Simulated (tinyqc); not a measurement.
Inside a calculation (part 1 of 2). Method: UHF in the sto-3g basis, for HF, spin multiplicity 1. This run ends on a higher stationary point, not on the lowest solution. Computed by tinyqc, a small Python program that keeps every step (integrals from PySCF). Settings: charge = 0, multiplicity = 1, basis = sto-3g, energy threshold = 1e-09, iteration cap = 64, orthogonalisation = canonical, start = Wolfsberg-Helmholz matrix, DIIS depth = 0, method = UHF, break = 0.4. Command: `OMP_NUM_THREADS=1 python tinyqc.py 21294 21295 out.jsonl` (the two numbers bound the seeds that draw the settings). One thread of a shared host (Intel(R) Xeon(R) Processor @ 2.60GHz), about 0.2 s of CPU time with the checks. Later iterations appear only in the table of the cycle.

## One-electron integrals

Geometry (angstrom):
```
atom        x        y        z
F     0.00000  0.00000  0.00000
H     0.00000  0.00000  1.36900
```

Basis sto-3g: exponents (1/bohr^2) and contraction coefficients of normalised primitives:
```
element  l (shell)   exponent  coefficient
F            s (1)  166.67913      0.15433
F            s (1)   30.36081      0.53533
F            s (1)    8.21682      0.44463
F            s (2)    6.46480     -0.09997
F            s (2)    1.50228      0.39951
F            s (2)    0.48859      0.70012
F            p (3)    6.46480      0.15592
F            p (3)    1.50228      0.60768
F            p (3)    0.48859      0.39196
H            s (1)    3.42525      0.15433
H            s (1)    0.62391      0.53533
H            s (1)    0.16886      0.44463
```

Overlap, kinetic and nuclear-attraction integrals over the contracted functions; the nuclear repulsion is the sum of Za Zb / Rab.

nuclear repulsion = 3.4788860 hartree

overlap S, order 1F 1s, 1F 2s, 1F 2px, 1F 2py, 1F 2pz, 2H 1s:
$$\begin{pmatrix}
1.00000 & 0.23799 & 0.00000 & 0.00000 & 0.00000 & 0.01707 \\
0.23799 & 1.00000 & 0.00000 & 0.00000 & 0.00000 & 0.20908 \\
0.00000 & 0.00000 & 1.00000 & 0.00000 & 0.00000 & 0.00000 \\
0.00000 & 0.00000 & 0.00000 & 1.00000 & 0.00000 & 0.00000 \\
0.00000 & 0.00000 & 0.00000 & 0.00000 & 1.00000 & 0.18970 \\
0.01707 & 0.20908 & 0.00000 & 0.00000 & 0.18970 & 1.00000
\end{pmatrix}$$

kinetic energy T (hartree), order 1F 1s, 1F 2s, 1F 2px, 1F 2py, 1F 2pz, 2H 1s:
$$\begin{pmatrix}
36.98458 & -0.21286 & 0.00000 & 0.00000 & 0.00000 & -0.00555 \\
-0.21286 & 1.03800 & 0.00000 & 0.00000 & 0.00000 & -0.00411 \\
0.00000 & 0.00000 & 3.24801 & 0.00000 & 0.00000 & 0.00000 \\
0.00000 & 0.00000 & 0.00000 & 3.24801 & 0.00000 & 0.00000 \\
0.00000 & 0.00000 & 0.00000 & 0.00000 & 3.24801 & 0.04491 \\
-0.00555 & -0.00411 & 0.00000 & 0.00000 & 0.04491 & 0.76003
\end{pmatrix}$$

nuclear attraction V (hartree), order 1F 1s, 1F 2s, 1F 2px, 1F 2py, 1F 2pz, 2H 1s:
$$\begin{pmatrix}
-77.39612 & -9.26880 & 0.00000 & 0.00000 & -0.00676 & -0.68062 \\
-9.26880 & -11.92768 & 0.00000 & 0.00000 & -0.08440 & -1.72230 \\
0.00000 & 0.00000 & -11.82199 & 0.00000 & 0.00000 & 0.00000 \\
0.00000 & 0.00000 & 0.00000 & -11.82199 & 0.00000 & 0.00000 \\
-0.00676 & -0.08440 & 0.00000 & 0.00000 & -11.86176 & -1.31979 \\
-0.68062 & -1.72230 & 0.00000 & 0.00000 & -1.31979 & -4.68104
\end{pmatrix}$$

core Hamiltonian H = T + V (hartree), order 1F 1s, 1F 2s, 1F 2px, 1F 2py, 1F 2pz, 2H 1s:
$$\begin{pmatrix}
-40.41155 & -9.48166 & 0.00000 & 0.00000 & -0.00676 & -0.68617 \\
-9.48166 & -10.88969 & 0.00000 & 0.00000 & -0.08440 & -1.72641 \\
0.00000 & 0.00000 & -8.57398 & 0.00000 & 0.00000 & 0.00000 \\
0.00000 & 0.00000 & 0.00000 & -8.57398 & 0.00000 & 0.00000 \\
-0.00676 & -0.08440 & 0.00000 & 0.00000 & -8.61374 & -1.27488 \\
-0.68617 & -1.72641 & 0.00000 & 0.00000 & -1.27488 & -3.92101
\end{pmatrix}$$

## Two-electron integrals

Functions are numbered as in S; the eight-fold symmetry (ij|kl) = (ji|kl) = (kl|ij) leaves the list below.

Two-electron integrals (ij|kl) in chemists' order, unique and non-zero (hartree):
```
(11|11) 5.40350   (21|11) 0.84192   (21|21) 0.15630   (22|11) 1.26803
(22|21) 0.29234   (22|22) 0.92617   (31|31) 0.02800   (32|31) 0.04317
(32|32) 0.20459   (33|11) 1.26450   (33|21) 0.29240   (33|22) 0.92596
(33|33) 0.99751   (41|41) 0.02800   (42|41) 0.04317   (42|42) 0.20459
(43|43) 0.05377   (44|11) 1.26450   (44|21) 0.29240   (44|22) 0.92596
(44|33) 0.88997   (44|44) 0.99751   (51|51) 0.02800   (52|51) 0.04317
(52|52) 0.20459   (53|53) 0.05377   (54|54) 0.05377   (55|11) 1.26450
(55|21) 0.29240   (55|22) 0.92596   (55|33) 0.88997   (55|44) 0.88997
(55|55) 0.99751   (61|11) 0.06109   (61|21) 0.01125   (61|22) 0.02095
(61|33) 0.02092   (61|44) 0.02092   (61|51) 0.00043   (61|52) 0.00081
(61|55) 0.02101   (61|61) 0.00082   (62|11) 0.17623   (62|21) 0.04127
(62|22) 0.14865   (62|33) 0.14643   (62|44) 0.14643   (62|51) 0.00275
(62|52) 0.02288   (62|55) 0.15293   (62|61) 0.00302   (62|62) 0.03108
(63|31) 0.00405   (63|32) 0.02506   (63|53) 0.00464   (63|63) 0.00435
(64|41) 0.00405   (64|42) 0.02506   (64|54) 0.00464   (64|64) 0.00435
(65|11) 0.12913   (65|21) 0.03060   (65|22) 0.11819   (65|33) 0.11343
(65|44) 0.11343   (65|51) 0.00580   (65|52) 0.04185   (65|55) 0.12759
(65|61) 0.00231   (65|62) 0.03048   (65|65) 0.03411   (66|11) 0.38374
(66|21) 0.09128   (66|22) 0.38017   (66|33) 0.36971   (66|44) 0.36971
(66|51) 0.00641   (66|52) 0.07664   (66|55) 0.40085   (66|61) 0.00668
(66|62) 0.10938   (66|65) 0.12606   (66|66) 0.77461
```

## Orthogonalisation

S = U s U^T; canonical form X = U s^(-1/2), so that X^T S X = 1. Each column of U has its largest component positive (the first on a tie).

eigenvalues of S: [0.66287, 0.86069, 1.00000, 1.00000, 1.12268, 1.35376]

X, order 1F 1s, 1F 2s, 1F 2px, 1F 2py, 1F 2pz, 2H 1s:
$$\begin{pmatrix}
-0.52423 & 0.61796 & 0.00000 & 0.00000 & -0.50377 & 0.38841 \\
0.79135 & -0.32689 & 0.00000 & 0.00000 & -0.28867 & 0.54315 \\
0.00000 & 0.00000 & 0.99965 & 0.02629 & 0.00000 & 0.00000 \\
0.00000 & 0.00000 & -0.02629 & 0.99965 & 0.00000 & 0.00000 \\
0.38223 & 0.66128 & 0.00000 & 0.00000 & 0.62479 & 0.25572 \\
-0.67930 & -0.48561 & 0.00000 & 0.00000 & 0.40405 & 0.47688
\end{pmatrix}$$

Within a degenerate level the vectors are fixed only up to a rotation; this is one choice.

## Starting guess

The start is the generalised Wolfsberg-Helmholz matrix (K = 1.75) built on H, with HOMO and LUMO mixed by +/-0.4 rad for the two spins; D(s) = C_occ C_occ^T for each spin.

D(alpha) at the start, order 1F 1s, 1F 2s, 1F 2px, 1F 2py, 1F 2pz, 2H 1s:
$$\begin{pmatrix}
1.05562 & -0.23456 & 0.02208 & -0.01952 & 0.01196 & -0.03403 \\
-0.23456 & 0.99421 & -0.09988 & 0.08831 & -0.04157 & 0.08800 \\
0.02208 & -0.09988 & 0.91488 & 0.07525 & -0.07364 & 0.27647 \\
-0.01952 & 0.08831 & 0.07525 & 0.93347 & 0.06511 & -0.24443 \\
0.01196 & -0.04157 & -0.07364 & 0.06511 & 0.97544 & 0.03281 \\
-0.03403 & 0.08800 & 0.27647 & -0.24443 & 0.03281 & 0.18994
\end{pmatrix}$$

D(beta) at the start, order 1F 1s, 1F 2s, 1F 2px, 1F 2py, 1F 2pz, 2H 1s:
$$\begin{pmatrix}
1.05562 & -0.23456 & -0.02208 & 0.01952 & 0.01196 & -0.03403 \\
-0.23456 & 0.99421 & 0.09988 & -0.08831 & -0.04157 & 0.08800 \\
-0.02208 & 0.09988 & 0.91488 & 0.07525 & 0.07364 & -0.27647 \\
0.01952 & -0.08831 & 0.07525 & 0.93347 & -0.06511 & 0.24443 \\
0.01196 & -0.04157 & 0.07364 & -0.06511 & 0.97544 & 0.03281 \\
-0.03403 & 0.08800 & -0.27647 & 0.24443 & 0.03281 & 0.18994
\end{pmatrix}$$

## Iteration 1: building the Fock matrix

J_ij = sum D_kl (ij|kl) with D = D(alpha) + D(beta), K_ij = sum D_kl (ik|jl) for each spin; F = H + J - K(s); E = tr D H + tr D J / 2 - 0.5 sum_s tr D(s) K(s) + E_nn.

Coulomb J (hartree), order 1F 1s, 1F 2s, 1F 2px, 1F 2py, 1F 2pz, 2H 1s:
$$\begin{pmatrix}
20.49733 & 3.91520 & 0.00000 & 0.00000 & -0.00173 & 0.28210 \\
3.91520 & 9.68326 & 0.00000 & 0.00000 & 0.01060 & 1.52099 \\
0.00000 & 0.00000 & 9.66351 & 0.01619 & 0.00000 & 0.00000 \\
0.00000 & 0.00000 & 0.01619 & 9.66751 & 0.00000 & 0.00000 \\
-0.00173 & 0.01060 & 0.00000 & 0.00000 & 9.69250 & 1.20326 \\
0.28210 & 1.52099 & 0.00000 & 0.00000 & 1.20326 & 3.96516
\end{pmatrix}$$

exchange K(alpha) (hartree), order 1F 1s, 1F 2s, 1F 2px, 1F 2py, 1F 2pz, 2H 1s:
$$\begin{pmatrix}
5.54153 & 0.96699 & 0.00193 & -0.00171 & 0.00118 & 0.07162 \\
0.96699 & 1.55712 & -0.05810 & 0.05137 & -0.01952 & 0.28400 \\
0.00193 & -0.05810 & 1.23322 & 0.07102 & -0.03686 & 0.07814 \\
-0.00171 & 0.05137 & 0.07102 & 1.25076 & 0.03258 & -0.06909 \\
0.00118 & -0.01952 & -0.03686 & 0.03258 & 1.30693 & 0.19496 \\
0.07162 & 0.28400 & 0.07814 & -0.06909 & 0.19496 & 0.24338
\end{pmatrix}$$

exchange K(beta) (hartree), order 1F 1s, 1F 2s, 1F 2px, 1F 2py, 1F 2pz, 2H 1s:
$$\begin{pmatrix}
5.54153 & 0.96699 & -0.00193 & 0.00171 & 0.00118 & 0.07162 \\
0.96699 & 1.55712 & 0.05810 & -0.05137 & -0.01952 & 0.28400 \\
-0.00193 & 0.05810 & 1.23322 & 0.07102 & 0.03686 & -0.07814 \\
0.00171 & -0.05137 & 0.07102 & 1.25076 & -0.03258 & 0.06909 \\
0.00118 & -0.01952 & 0.03686 & -0.03258 & 1.30693 & 0.19496 \\
0.07162 & 0.28400 & -0.07814 & 0.06909 & 0.19496 & 0.24338
\end{pmatrix}$$

F(alpha) (hartree), order 1F 1s, 1F 2s, 1F 2px, 1F 2py, 1F 2pz, 2H 1s:
$$\begin{pmatrix}
-25.45574 & -6.53345 & -0.00193 & 0.00171 & -0.00967 & -0.47569 \\
-6.53345 & -2.76355 & 0.05810 & -0.05137 & -0.05428 & -0.48943 \\
-0.00193 & 0.05810 & -0.14369 & -0.05483 & 0.03686 & -0.07814 \\
0.00171 & -0.05137 & -0.05483 & -0.15723 & -0.03258 & 0.06909 \\
-0.00967 & -0.05428 & 0.03686 & -0.03258 & -0.22817 & -0.26658 \\
-0.47569 & -0.48943 & -0.07814 & 0.06909 & -0.26658 & -0.19923
\end{pmatrix}$$

F(beta) (hartree), order 1F 1s, 1F 2s, 1F 2px, 1F 2py, 1F 2pz, 2H 1s:
$$\begin{pmatrix}
-25.45574 & -6.53345 & 0.00193 & -0.00171 & -0.00967 & -0.47569 \\
-6.53345 & -2.76355 & -0.05810 & 0.05137 & -0.05428 & -0.48943 \\
0.00193 & -0.05810 & -0.14369 & -0.05483 & -0.03686 & 0.07814 \\
-0.00171 & 0.05137 & -0.05483 & -0.15723 & 0.03258 & -0.06909 \\
-0.00967 & -0.05428 & -0.03686 & 0.03258 & -0.22817 & -0.26658 \\
-0.47569 & -0.48943 & 0.07814 & -0.06909 & -0.26658 & -0.19923
\end{pmatrix}$$

total energy of this density = -98.1629570 hartree

## Iteration 1: diagonalisation and new density

Diagonalise F' = X^T F X, C = X C', fill 5 alpha and 5 beta electrons from the bottom; D(s) = C_occ C_occ^T. Each column has its largest component positive (the first on a tie).

F' = X^T F X (alpha) (hartree):
$$\begin{pmatrix}
-3.13396 & 4.83010 & 0.11677 & -0.09789 & -4.73361 & 4.10542 \\
4.83010 & -7.20662 & 0.04310 & -0.03613 & 7.48974 & -6.89017 \\
0.11677 & 0.04310 & -0.14082 & -0.05440 & -0.02490 & 0.00304 \\
-0.09789 & -0.03613 & -0.05440 & -0.16010 & 0.02088 & -0.00254 \\
-4.73361 & 7.48974 & -0.02490 & 0.02088 & -8.51341 & 7.73668 \\
4.10542 & -6.89017 & 0.00304 & -0.00254 & 7.73668 & -7.98426
\end{pmatrix}$$

orbital energies (alpha) (hartree): MO1 -25.46576, MO2 -1.17675, MO3 -0.35108, MO4 -0.20571, MO5 -0.15634, MO6 0.21648

coefficients C (alpha), order 1F 1s, 1F 2s, 1F 2px, 1F 2py, 1F 2pz, 2H 1s:
$$\begin{pmatrix}
0.99477 & -0.25723 & 0.05297 & 0.00000 & -0.00190 & 0.05285 \\
0.02128 & 0.98969 & -0.24722 & 0.00000 & -0.01509 & -0.26483 \\
0.00002 & -0.04691 & 0.11980 & 0.66237 & 0.66270 & -0.32489 \\
-0.00002 & 0.04147 & -0.10592 & 0.74918 & -0.58590 & 0.28724 \\
0.00090 & 0.06287 & 0.72250 & 0.00000 & -0.41310 & -0.58528 \\
-0.00262 & 0.12264 & 0.54790 & 0.00000 & 0.31244 & 0.82163
\end{pmatrix}$$

F' = X^T F X (beta) (hartree):
$$\begin{pmatrix}
-3.13396 & 4.83010 & -0.11677 & 0.09789 & -4.73361 & 4.10542 \\
4.83010 & -7.20662 & -0.04310 & 0.03613 & 7.48974 & -6.89017 \\
-0.11677 & -0.04310 & -0.14082 & -0.05440 & 0.02490 & -0.00304 \\
0.09789 & 0.03613 & -0.05440 & -0.16010 & -0.02088 & 0.00254 \\
-4.73361 & 7.48974 & 0.02490 & -0.02088 & -8.51341 & 7.73668 \\
4.10542 & -6.89017 & -0.00304 & 0.00254 & 7.73668 & -7.98426
\end{pmatrix}$$

orbital energies (beta) (hartree): MO1 -25.46576, MO2 -1.17675, MO3 -0.35108, MO4 -0.20571, MO5 -0.15634, MO6 0.21648

coefficients C (beta), order 1F 1s, 1F 2s, 1F 2px, 1F 2py, 1F 2pz, 2H 1s:
$$\begin{pmatrix}
0.99477 & -0.25723 & 0.05297 & 0.00000 & 0.00190 & 0.05285 \\
0.02128 & 0.98969 & -0.24722 & 0.00000 & 0.01509 & -0.26483 \\
-0.00002 & 0.04691 & -0.11980 & 0.66237 & 0.66270 & 0.32489 \\
0.00002 & -0.04147 & 0.10592 & 0.74918 & -0.58590 & -0.28724 \\
0.00090 & 0.06287 & 0.72250 & 0.00000 & 0.41310 & -0.58528 \\
-0.00262 & 0.12264 & 0.54790 & 0.00000 & -0.31244 & 0.82163
\end{pmatrix}$$

D(alpha) after iteration 1, order 1F 1s, 1F 2s, 1F 2px, 1F 2py, 1F 2pz, 2H 1s:
$$\begin{pmatrix}
1.05855 & -0.24648 & 0.01717 & -0.01518 & 0.02378 & -0.00573 \\
-0.24648 & 1.04129 & -0.08604 & 0.07607 & -0.11015 & -0.01885 \\
0.01717 & -0.08604 & 0.89444 & 0.09332 & -0.19015 & 0.26694 \\
-0.01518 & 0.07607 & 0.09332 & 0.91749 & 0.16812 & -0.23601 \\
0.02378 & -0.11015 & -0.19015 & 0.16812 & 0.69660 & 0.27450 \\
-0.00573 & -0.01885 & 0.26694 & -0.23601 & 0.27450 & 0.41287
\end{pmatrix}$$

D(beta) after iteration 1, order 1F 1s, 1F 2s, 1F 2px, 1F 2py, 1F 2pz, 2H 1s:
$$\begin{pmatrix}
1.05855 & -0.24648 & -0.01717 & 0.01518 & 0.02378 & -0.00573 \\
-0.24648 & 1.04129 & 0.08604 & -0.07607 & -0.11015 & -0.01885 \\
-0.01717 & 0.08604 & 0.89444 & 0.09332 & 0.19015 & -0.26694 \\
0.01518 & -0.07607 & 0.09332 & 0.91749 & -0.16812 & 0.23601 \\
0.02378 & -0.11015 & 0.19015 & -0.16812 & 0.69660 & 0.27450 \\
-0.00573 & -0.01885 & -0.26694 & 0.23601 & 0.27450 & 0.41287
\end{pmatrix}$$

## Iteration 2: building the Fock matrix

As before.

Coulomb J (hartree), order 1F 1s, 1F 2s, 1F 2px, 1F 2py, 1F 2pz, 2H 1s:
$$\begin{pmatrix}
20.03858 & 3.80978 & 0.00000 & 0.00000 & -0.00492 & 0.27447 \\
3.80978 & 9.40277 & 0.00000 & 0.00000 & 0.02146 & 1.49725 \\
0.00000 & 0.00000 & 9.39294 & 0.02007 & 0.00000 & 0.00000 \\
0.00000 & 0.00000 & 0.02007 & 9.39790 & 0.00000 & 0.00000 \\
-0.00492 & 0.02146 & 0.00000 & 0.00000 & 9.39115 & 1.19948 \\
0.27447 & 1.49725 & 0.00000 & 0.00000 & 1.19948 & 4.14890
\end{pmatrix}$$

exchange K(alpha) (hartree), order 1F 1s, 1F 2s, 1F 2px, 1F 2py, 1F 2pz, 2H 1s:
$$\begin{pmatrix}
5.53730 & 0.95284 & -0.00001 & 0.00001 & 0.00075 & 0.07340 \\
0.95284 & 1.51828 & -0.04573 & 0.04043 & -0.05334 & 0.27741 \\
-0.00001 & -0.04573 & 1.20376 & 0.08807 & -0.14794 & 0.06307 \\
0.00001 & 0.04043 & 0.08807 & 1.22550 & 0.13079 & -0.05577 \\
0.00075 & -0.05334 & -0.14794 & 0.13079 & 1.09618 & 0.26924 \\
0.07340 & 0.27741 & 0.06307 & -0.05577 & 0.26924 & 0.44159
\end{pmatrix}$$

exchange K(beta) (hartree), order 1F 1s, 1F 2s, 1F 2px, 1F 2py, 1F 2pz, 2H 1s:
$$\begin{pmatrix}
5.53730 & 0.95284 & 0.00001 & -0.00001 & 0.00075 & 0.07340 \\
0.95284 & 1.51828 & 0.04573 & -0.04043 & -0.05334 & 0.27741 \\
0.00001 & 0.04573 & 1.20376 & 0.08807 & 0.14794 & -0.06307 \\
-0.00001 & -0.04043 & 0.08807 & 1.22550 & -0.13079 & 0.05577 \\
0.00075 & -0.05334 & 0.14794 & -0.13079 & 1.09618 & 0.26924 \\
0.07340 & 0.27741 & -0.06307 & 0.05577 & 0.26924 & 0.44159
\end{pmatrix}$$

F(alpha) (hartree), order 1F 1s, 1F 2s, 1F 2px, 1F 2py, 1F 2pz, 2H 1s:
$$\begin{pmatrix}
-25.91027 & -6.62472 & 0.00001 & -0.00001 & -0.01243 & -0.48510 \\
-6.62472 & -3.00520 & 0.04573 & -0.04043 & -0.00959 & -0.50657 \\
0.00001 & 0.04573 & -0.38479 & -0.06800 & 0.14794 & -0.06307 \\
-0.00001 & -0.04043 & -0.06800 & -0.40158 & -0.13079 & 0.05577 \\
-0.01243 & -0.00959 & 0.14794 & -0.13079 & -0.31877 & -0.34464 \\
-0.48510 & -0.50657 & -0.06307 & 0.05577 & -0.34464 & -0.21370
\end{pmatrix}$$

F(beta) (hartree), order 1F 1s, 1F 2s, 1F 2px, 1F 2py, 1F 2pz, 2H 1s:
$$\begin{pmatrix}
-25.91027 & -6.62472 & -0.00001 & 0.00001 & -0.01243 & -0.48510 \\
-6.62472 & -3.00520 & -0.04573 & 0.04043 & -0.00959 & -0.50657 \\
-0.00001 & -0.04573 & -0.38479 & -0.06800 & -0.14794 & 0.06307 \\
0.00001 & 0.04043 & -0.06800 & -0.40158 & 0.13079 & -0.05577 \\
-0.01243 & -0.00959 & -0.14794 & 0.13079 & -0.31877 & -0.34464 \\
-0.48510 & -0.50657 & 0.06307 & -0.05577 & -0.34464 & -0.21370
\end{pmatrix}$$

total energy of this density = -98.3915180 hartree

## Iteration 2: diagonalisation and new density

As before.

F' = X^T F X (alpha) (hartree):
$$\begin{pmatrix}
-3.27398 & 5.02390 & 0.13868 & -0.11626 & -4.76393 & 4.11017 \\
5.02390 & -7.38341 & 0.11612 & -0.09734 & 7.55533 & -6.98494 \\
0.13868 & 0.11612 & -0.38123 & -0.06747 & 0.05497 & 0.03334 \\
-0.11626 & -0.09734 & -0.06747 & -0.40515 & -0.04608 & -0.02795 \\
-4.76393 & 7.55533 & 0.05497 & -0.04608 & -8.75912 & 7.86106 \\
4.11017 & -6.98494 & 0.03334 & -0.02795 & 7.86106 & -8.19139
\end{pmatrix}$$

orbital energies (alpha) (hartree): MO1 -25.91949, MO2 -1.40111, MO3 -0.54641, MO4 -0.46171, MO5 -0.34534, MO6 0.27978

coefficients C (alpha), order 1F 1s, 1F 2s, 1F 2px, 1F 2py, 1F 2pz, 2H 1s:
$$\begin{pmatrix}
0.99502 & -0.26006 & 0.03099 & 0.00000 & 0.02351 & 0.04629 \\
0.02032 & 1.00738 & -0.14351 & 0.00000 & -0.13414 & -0.24001 \\
-0.00005 & -0.04121 & -0.38940 & 0.66237 & 0.58116 & -0.26495 \\
0.00004 & 0.03644 & 0.34428 & 0.74918 & -0.51381 & 0.23425 \\
0.00092 & 0.02165 & 0.75044 & 0.00000 & 0.20405 & -0.65870 \\
-0.00240 & 0.07777 & 0.28711 & 0.00000 & 0.57177 & 0.82008
\end{pmatrix}$$

F' = X^T F X (beta) (hartree):
$$\begin{pmatrix}
-3.27398 & 5.02390 & -0.13868 & 0.11626 & -4.76393 & 4.11017 \\
5.02390 & -7.38341 & -0.11612 & 0.09734 & 7.55533 & -6.98494 \\
-0.13868 & -0.11612 & -0.38123 & -0.06747 & -0.05497 & -0.03334 \\
0.11626 & 0.09734 & -0.06747 & -0.40515 & 0.04608 & 0.02795 \\
-4.76393 & 7.55533 & -0.05497 & 0.04608 & -8.75912 & 7.86106 \\
4.11017 & -6.98494 & -0.03334 & 0.02795 & 7.86106 & -8.19139
\end{pmatrix}$$

orbital energies (beta) (hartree): MO1 -25.91949, MO2 -1.40111, MO3 -0.54641, MO4 -0.46171, MO5 -0.34534, MO6 0.27978

coefficients C (beta), order 1F 1s, 1F 2s, 1F 2px, 1F 2py, 1F 2pz, 2H 1s:
$$\begin{pmatrix}
0.99502 & -0.26006 & 0.03099 & 0.00000 & -0.02351 & 0.04629 \\
0.02032 & 1.00738 & -0.14351 & 0.00000 & 0.13414 & -0.24001 \\
0.00005 & 0.04121 & 0.38940 & 0.66237 & 0.58116 & 0.26495 \\
-0.00004 & -0.03644 & -0.34428 & 0.74918 & -0.51381 & -0.23425 \\
0.00092 & 0.02165 & 0.75044 & 0.00000 & -0.20405 & -0.65870 \\
-0.00240 & 0.07777 & 0.28711 & 0.00000 & -0.57177 & 0.82008
\end{pmatrix}$$

D(alpha) after iteration 2, order 1F 1s, 1F 2s, 1F 2px, 1F 2py, 1F 2pz, 2H 1s:
$$\begin{pmatrix}
1.05920 & -0.24936 & 0.01227 & -0.01084 & 0.02334 & -0.00027 \\
-0.24936 & 1.05382 & -0.06359 & 0.05622 & -0.11325 & -0.03961 \\
0.01227 & -0.06359 & 0.92980 & 0.06206 & -0.17452 & 0.21728 \\
-0.01084 & 0.05622 & 0.06206 & 0.94513 & 0.15430 & -0.19210 \\
0.02334 & -0.11325 & -0.17452 & 0.15430 & 0.60526 & 0.33381 \\
-0.00027 & -0.03961 & 0.21728 & -0.19210 & 0.33381 & 0.41540
\end{pmatrix}$$

D(beta) after iteration 2, order 1F 1s, 1F 2s, 1F 2px, 1F 2py, 1F 2pz, 2H 1s:
$$\begin{pmatrix}
1.05920 & -0.24936 & -0.01227 & 0.01084 & 0.02334 & -0.00027 \\
-0.24936 & 1.05382 & 0.06359 & -0.05622 & -0.11325 & -0.03961 \\
-0.01227 & 0.06359 & 0.92980 & 0.06206 & 0.17452 & -0.21728 \\
0.01084 & -0.05622 & 0.06206 & 0.94513 & -0.15430 & 0.19210 \\
0.02334 & -0.11325 & 0.17452 & -0.15430 & 0.60526 & 0.33381 \\
-0.00027 & -0.03961 & -0.21728 & 0.19210 & 0.33381 & 0.41540
\end{pmatrix}$$
